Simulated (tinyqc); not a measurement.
Starting guesses with plain Roothaan steps: SCF starting guesses in the sto-3g basis, for CH2, spin multiplicity 3. Computed by the program tinyqc with PySCF. 

Geometry (angstrom):

| atom | x | y | z |
|---|---|---|---|
| C | 0.0000 | 0.0000 | 0.0000 |
| H | 0.0000 | 1.0950 | 0.7140 |
| H | 0.0000 | -1.1770 | 0.7680 |

lowest solution found by these runs and by PySCF with stability checks = -38.349175 hartree

UHF with one setting changed at a time; a run stops when the energy changes by less than 1e-09 hartree and the error matrix is below 1e-5. Starts: the lowest orbitals of the core Hamiltonian, of the Wolfsberg-Helmholz matrix (K = 1.75), projected atomic densities, random orbitals, and the highest orbitals of the core Hamiltonian (a deliberately bad start).

Largest element of the error matrix X^T (FDS - SDF) X:

| iteration | core | Wolfsberg-Helmholz | atomic densities | random | highest core orbitals |
|---|---|---|---|---|---|
| 1 | 2.6e-01 | 2.1e-01 | 3.3e-01 | 3.1e+00 | 1.5e-01 |
| 2 | 7.5e-02 | 4.5e-02 | 4.9e-02 | 2.3e-01 | 2.7e-01 |
| 3 | 1.1e-02 | 1.5e-02 | 2.6e-02 | 1.1e-01 | 1.7e-01 |
| 4 | 5.5e-03 | 5.8e-03 | 1.3e-02 | 7.4e-02 | 2.3e-02 |
| 5 | 3.4e-03 | 2.7e-03 | 8.0e-03 | 4.6e-02 | 1.2e-02 |
| 6 | 2.5e-03 | 1.6e-03 | 6.0e-03 | 2.7e-02 | 6.2e-03 |
| 8 | 1.5e-03 | 8.0e-04 | 4.0e-03 | 9.5e-03 | 3.0e-03 |
| 10 | 1.1e-03 | 5.2e-04 | 2.9e-03 | 5.6e-03 | 1.8e-03 |
| 14 | 5.7e-04 | 2.6e-04 | 1.5e-03 | 2.0e-03 | 8.4e-04 |
| 20 | 2.1e-04 | 1.0e-04 | 5.8e-04 | 4.4e-04 | 3.1e-04 |
| 30 | 4.3e-05 | 2.0e-05 | 1.2e-04 | 3.6e-05 | 6.2e-05 |
| 45 | - | - | 1.0e-05 | - | - |

How each run ends:

| run | iterations | E (hartree) | state |
|---|---|---|---|
| core | 40 | -38.34917 | lowest found |
| Wolfsberg-Helmholz | 35 | -38.34917 | lowest found |
| atomic densities | 46 | -38.34917 | lowest found |
| random | 38 | -38.34917 | lowest found |
| highest core orbitals | 42 | -38.34917 | lowest found |

5 of 5 runs reach the lowest solution found, in 35 to 46 iterations (fastest: Wolfsberg-Helmholz). The first errors are 3e-01, 2e-01, 3e-01, 3e+00, 1e-01; the deliberately bad start has the smallest one, so a small first error does not mark a good start.
